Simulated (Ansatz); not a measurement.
# H7NSi2: structure from calculated spectroscopic constants

These gas-phase data were calculated for one isomer of H7NSi2 at PBE0-D3(BJ)/def2-SVP (harmonic, unscaled wavenumbers; equilibrium rotational constants with average atomic masses):

- rotational constants: 14.67, 3.159, 2.811 GHz
- all wavenumbers above 1500 cm⁻¹: 3698, 3601, 2227, 2221, 2214, 2212, 2204, 1549
- dipole moment: 1.16 D (PBE0/def2-TZVPD)

Candidates:

(1) `N[SiH2][SiH3]`, a singlet
(2) `[SiH3]N[SiH3]`, a singlet

Q: Assign the data to one candidate and say why.

A: Candidate (1). 2 modes lie between 3250 and 3800 cm⁻¹, one for each N–H bond, while (2) has 1.

The same quantities for all candidates:

```tsv
	rotational constants (GHz)	wavenumbers above 1500 cm⁻¹	dipole (D)	E above the lowest, PBE0-D3(BJ)/def2-SVP (kcal/mol)
(1)	14.67, 3.159, 2.811	3698, 3601, 2227, 2221, 2214, 2212, 2204, 1549	1.16	10.5
(2)	24.94, 2.951, 2.81	3610, 2256, 2247, 2227, 2219, 2209, 2206	0.89	0.0
```

Harmonic stretches to hydrogen usually lie a few per cent above observed fundamentals. Each candidate is one conformer. Programs: Ansatz 0.2.0.
